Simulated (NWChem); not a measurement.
All runs are NWChem calculations. System: chloromethane (CH$_{3}$Cl), charge 0, spin multiplicity 1, at a geometry optimised with PBE/def2-SVP. Level: MP2/def2-TZVP, 6 core orbitals frozen.

The NWChem input:

```
start mol
memory heap 200 mb stack 800 mb global 1000 mb
geometry units angstroms nocenter noautoz
  C      1.127872    -0.056818     0.000000
  Cl    -0.660971     0.033297     0.000000
  H      1.463483    -0.596686     0.904647
  H      1.463483    -0.596686    -0.904647
  H      1.542311     0.968228     0.000000
  symmetry group Cs
end
basis spherical
  * library def2-tzvp
end
scf
  rhf
  nopen 0
  maxiter 100
  thresh 1e-7
  semidirect memsize 60000000 filesize 0
end
mp2
  freeze core 6
end
task mp2 energy
```

NWChem printed:

```
             Northwest Computational Chemistry Package (NWChem) 7.3.0
             --------------------------------------------------------

                                NWChem Input Module
                                -------------------

 Scaling coordinates for geometry "geometry" by  1.889725989
 (inverse scale =  0.529177249)

 Turning off AUTOSYM since
 SYMMETRY directive was detected!

                             Geometry "geometry" -> ""
                             -------------------------

 Output coordinates in angstroms (scale by  1.889725989 to convert to a.u.)

  No.       Tag          Charge          X              Y              Z
 ---- ---------------- ---------- -------------- -------------- --------------
    1 C                    6.0000     1.12787200    -0.05681800     0.00000000
    2 Cl                  17.0000    -0.66097100     0.03329700     0.00000000
    3 H                    1.0000     1.46348300    -0.59668600     0.90464700
    4 H                    1.0000     1.46348300    -0.59668600    -0.90464700
    5 H                    1.0000     1.54231100     0.96822800     0.00000000

 Effective nuclear repulsion energy (a.u.)      50.9037397874

            Nuclear Dipole moment (a.u.)
            ----------------------------
        X                 Y               Z
 ---------------- ---------------- ----------------
     0.0000037795    -0.0000056692     0.0000000000

      Symmetry information
      --------------------

 Group name             Cs
 Group number              2
 Group order               2
 No. of unique centers     4

      Symmetry unique atoms

     1    2    3    5


 Summary of "ao basis" -> "" (spherical)
 ------------------------------------------------------------------------------
       Tag                 Description            Shells   Functions and Types
 ---------------- ------------------------------  ------  ---------------------
 *                         def2-tzvp                  on all atoms

 Summary of "ao basis" -> "ao basis" (spherical)
 ------------------------------------------------------------------------------
       Tag                 Description            Shells   Functions and Types
 ---------------- ------------------------------  ------  ---------------------
 C                         def2-tzvp                11       31   5s3p2d1f
 Cl                        def2-tzvp                13       37   5s5p2d1f
 H                         def2-tzvp                 4        6   3s1p

                                 NWChem SCF Module
                                 -----------------

  ao basis        = "ao basis"
  functions       =    86
  atoms           =     5
  closed shells   =    13
  open shells     =     0
  charge          =   0.00
  wavefunction    = RHF
  use symmetry    = T
  symmetry adapt  = T

 Summary of "ao basis" -> "ao basis" (spherical)
 ------------------------------------------------------------------------------
       Tag                 Description            Shells   Functions and Types
 ---------------- ------------------------------  ------  ---------------------
 C                         def2-tzvp                11       31   5s3p2d1f
 Cl                        def2-tzvp                13       37   5s5p2d1f
 H                         def2-tzvp                 4        6   3s1p

      Symmetry analysis of basis
      --------------------------

        a'         57
        a"         29

 Forming initial guess at       0.1s

      Superposition of Atomic Density Guess
      -------------------------------------

 Sum of atomic energies:        -498.64844441

      Non-variational initial energy
      ------------------------------

 Total energy =    -499.321341
 1-e energy   =    -787.702839
 2-e energy   =     237.477758
 HOMO         =      -0.383766
 LUMO         =       0.046061

      Symmetry analysis of molecular orbitals - initial
      -------------------------------------------------

  Numbering of irreducible representations:

     1 a'          2 a"

  Orbital symmetries:

     1 a'          2 a'          3 a'          4 a'          5 a'
     6 a"          7 a'          8 a'          9 a'         10 a"
    11 a'         12 a'         13 a"         14 a'         15 a'
    16 a"         17 a'         18 a'         19 a'         20 a"
    21 a'         22 a"         23 a'

 Starting SCF solution at       1.2s

 ----------------------------------------------
         Quadratically convergent ROHF

 Convergence threshold     :          1.000E-07
 Maximum no. of iterations :          100
 Final Fock-matrix accuracy:          1.000E-09
 ----------------------------------------------

              iter       energy          gnorm     gmax       time
             ----- ------------------- --------- --------- --------
                 1     -499.1153998556  5.13D-01  1.59D-01      1.2
                 2     -499.1351862921  1.95D-01  7.71D-02      1.3
                 3     -499.1382869774  1.16D-02  4.05D-03      1.5
                 4     -499.1383079681  8.38D-05  1.96D-05      1.7
                 5     -499.1383079689  2.93D-09  6.65D-10      2.1

       Final RHF  results
       ------------------

         Total SCF energy =   -499.138307968915
      One-electron energy =   -789.327302989059
      Two-electron energy =    239.285255232783
 Nuclear repulsion energy =     50.903739787361

        Time for solution =      1.0s

       Symmetry analysis of molecular orbitals - final
       -----------------------------------------------

  Numbering of irreducible representations:

     1 a'          2 a"

  Orbital symmetries:

     1 a'          2 a'          3 a'          4 a'          5 a"
     6 a'          7 a'          8 a'          9 a'         10 a"
    11 a'         12 a"         13 a'         14 a'         15 a'
    16 a'         17 a"         18 a'         19 a'         20 a"
    21 a'         22 a"         23 a'

             Final eigenvalues
             -----------------

              1
    1 -104.8217
    2  -11.2962
    3  -10.5494
    4   -8.0163
    5   -8.0148
    6   -8.0148
    7   -1.1229
    8   -0.9094
    9   -0.6098
   10   -0.6098
   11   -0.5444
   12   -0.4344
   13   -0.4344
   14    0.1405
   15    0.1859
   16    0.2102
   17    0.2102
   18    0.3092
   19    0.3243
   20    0.3243
   21    0.4052
   22    0.5124
   23    0.5124

                       ROHF Final Molecular Orbital Analysis
                       -------------------------------------

 Vector   11  Occ=2.000000D+00  E=-5.444359D-01  Symmetry=a'
              MO Center= -2.3D-02,  1.2D-03,  1.5D-15, r^2= 1.9D+00
   Bfn.  Coefficient  Atom+Function         Bfn.  Coefficient  Atom+Function
  ----- ------------  ---------------      ----- ------------  ---------------
    46      0.414575  2 Cl px                 6     -0.236422  1 C  px
     9     -0.234038  1 C  px                49      0.224248  2 Cl px
    43      0.193313  2 Cl px                37     -0.157014  2 Cl px

 Vector   12  Occ=2.000000D+00  E=-4.343991D-01  Symmetry=a"
              MO Center= -4.0D-01, -1.7D-02,  2.7D-10, r^2= 1.7D+00
   Bfn.  Coefficient  Atom+Function         Bfn.  Coefficient  Atom+Function
  ----- ------------  ---------------      ----- ------------  ---------------
    48      0.517986  2 Cl pz                51      0.368530  2 Cl pz
    45      0.245223  2 Cl pz                39     -0.190269  2 Cl pz

 Vector   13  Occ=2.000000D+00  E=-4.343991D-01  Symmetry=a'
              MO Center= -4.0D-01,  5.8D-02, -2.7D-10, r^2= 1.7D+00
   Bfn.  Coefficient  Atom+Function         Bfn.  Coefficient  Atom+Function
  ----- ------------  ---------------      ----- ------------  ---------------
    47      0.517330  2 Cl py                50      0.368063  2 Cl py
    44      0.244912  2 Cl py                38     -0.190028  2 Cl py

 Vector   14  Occ=0.000000D+00  E= 1.404706D-01  Symmetry=a'
              MO Center=  1.5D+00, -7.6D-02,  4.6D-16, r^2= 5.6D+00
   Bfn.  Coefficient  Atom+Function         Bfn.  Coefficient  Atom+Function
  ----- ------------  ---------------      ----- ------------  ---------------
     5      4.015535  1 C  s                 71     -1.772208  3 H  s
    77     -1.772208  4 H  s                 83     -1.772202  5 H  s
    36     -0.587947  2 Cl s                 49     -0.415401  2 Cl px
     3      0.240114  1 C  s                 12      0.240872  1 C  px
    70      0.233089  3 H  s                 76      0.233089  4 H  s

 Vector   15  Occ=0.000000D+00  E= 1.859249D-01  Symmetry=a'
              MO Center=  4.7D-01, -2.4D-02,  4.0D-15, r^2= 4.8D+00
   Bfn.  Coefficient  Atom+Function         Bfn.  Coefficient  Atom+Function
  ----- ------------  ---------------      ----- ------------  ---------------
    12      1.611875  1 C  px                36      1.261311  2 Cl s
     5      1.221021  1 C  s                 49      0.971094  2 Cl px
    71     -0.910701  3 H  s                 77     -0.910701  4 H  s
    83     -0.910733  5 H  s                  4     -0.487044  1 C  s
     9      0.245866  1 C  px                 6      0.195724  1 C  px

 Vector   16  Occ=0.000000D+00  E= 2.101747D-01  Symmetry=a'
              MO Center=  1.6D+00,  7.2D-01,  1.0D-10, r^2= 4.8D+00
   Bfn.  Coefficient  Atom+Function         Bfn.  Coefficient  Atom+Function
  ----- ------------  ---------------      ----- ------------  ---------------
    83      3.016181  5 H  s                 13     -1.835023  1 C  py
    71     -1.508103  3 H  s                 77     -1.508103  4 H  s
    82     -0.400727  5 H  s                 50      0.268868  2 Cl py
     7     -0.200142  1 C  py                70      0.200364  3 H  s
    76      0.200364  4 H  s

 center of mass
 --------------
 x =  -0.19182464 y =   0.00966312 z =   0.00000000

 moments of inertia (a.u.)
 ------------------
          12.099563690257           6.312964975418           0.000000000000
           6.312964975418         137.097804434010           0.000000000000
           0.000000000000           0.000000000000         137.415854637899

  Mulliken analysis of the total density
  --------------------------------------

    Atom       Charge   Shell Charges
 -----------   ------   -------------------------------------------------------
    1 C    6     6.22   0.85  1.12  0.48  0.72  0.03  1.18  1.42  0.30  0.02  0.08  0.01
    2 Cl  17    17.18   2.01  0.45  1.52  1.09  0.85  4.18  1.69  1.08  2.80  1.46  0.01  0.04  0.00
    3 H    1     0.87   0.26  0.48  0.10  0.02
    4 H    1     0.87   0.26  0.48  0.10  0.02
    5 H    1     0.87   0.26  0.48  0.10  0.02

       Multipole analysis of the density wrt the origin
       ------------------------------------------------

     L   x y z        total         open         nuclear
     -   - - -        -----         ----         -------
     0   0 0 0     -0.000000      0.000000     26.000000

     1   1 0 0      0.832238      0.000000      0.000004
     1   0 1 0     -0.041925      0.000000     -0.000006
     1   0 0 1     -0.000000      0.000000      0.000000

     2   2 0 0    -13.465740      0.000000     77.570177
     2   1 1 0     -0.069829      0.000000     -3.613251
     2   1 0 1     -0.000000      0.000000      0.000000
     2   0 2 0    -14.848229      0.000000      6.027068
     2   0 1 1      0.000000      0.000000      0.000000
     2   0 0 2    -14.851756      0.000000      5.845019

                   NWChem MP2 Semi-direct Energy/Gradient Module
                   ---------------------------------------------

  Basis functions       =     86
  Molecular orbitals    =     86
  Frozen core           =      6
  Frozen virtuals       =      0
  Active alpha occupied =      7
  Active beta occupied  =      7
  Active alpha virtual  =     73
  Active beta virtual   =     73
  Use MO symmetry       = T
  Use skeleton AO sym   = T

  AO/Fock/Back tols     =   1.0D-09  1.0D-09  1.0D-09

 GA uses MA = F    GA memory limited = T

 Available:
  local mem=  1.15D+08
 global mem=  1.31D+08
 local disk=  0.00D+00
  mp2_memr nvloc                    73
  nvloc new                    73
   1 passes of   7:        5242880                      40627                   6489753.
   1 passes of   7: M    114681101           G      131057208           F     109438221.

 Semi-direct pass number   1 of   1  for RHF alpha+beta  at        2.2s
  vrange nnbf                  3728
  mp2_eaftype                    24  avail_ma_in_mb                   999
 EAF : mp2_eaftype filesize          24    3244877.
  mp2_eaf for mointskh                     24
Node 0 wrote     15.2 Mb in      0.0 s     Agg I/O rate:  1794.0 Mb/s
 Done moints_semi at        5.2s
  mp2_eaftype                    24  avail_ma_in_mb                   975
 EAF : mp2_eaftype filesize          24    3244877.
  mp2_eaf for kh                    24
 Done maket at        5.3s
 Done multipass loop at        5.3s

          -------------------------------------------
          SCF energy                -499.138307968915
          Correlation energy          -0.362128979509
          Singlet pairs               -0.237600494334
          Triplet pairs               -0.124528485176
          Total MP2 energy          -499.500436948424
          -------------------------------------------

          ---------------------------------------------------
                    Spin Component Scaled (SCS) MP2
          Same spin pairs                     -0.083018990117
          Same spin scaling factor             0.333333333333
          Opposite spin pairs                 -0.279109989392
          Opposite spin scaling fact.          1.200000000000
          SCS-MP2 correlation energy          -0.362604983976
          Total SCS-MP2 energy              -499.500912952892
          ---------------------------------------------------

 -----------------------
 Performance information
 -----------------------

 Timer overhead =  1.93D-07 seconds/call

               Nr. of calls         CPU time (s)                 Wall time (s)                GFlops
             ---------------    -------------------     ------------------------------   -------------------
Name         Min   Avg   Max    Min     Avg     Max     Min     Avg     Max   Mx/calls   Min     Max     Sum
mp2: moin     1     1     1    3.0     3.0     3.0      3.0     3.0     3.0     3.0      0.0     0.0     0.0
mp2: make     1     1     1   9.00E-2 9.00E-2 9.00E-2  9.00E-2 9.00E-2 9.00E-2 9.00E-2   0.0     0.0     0.0
mp2: tota     1     1     1    3.1     3.1     3.1      3.1     3.1     3.1     3.1      0.0     0.0     0.0

 The average no. of pstat calls per process was 3.00D+00
 with a timing overhead of 5.79D-07s

 Task  times  cpu:        5.3s     wall:        5.3s

 Total times  cpu:        5.3s     wall:        5.3s
```
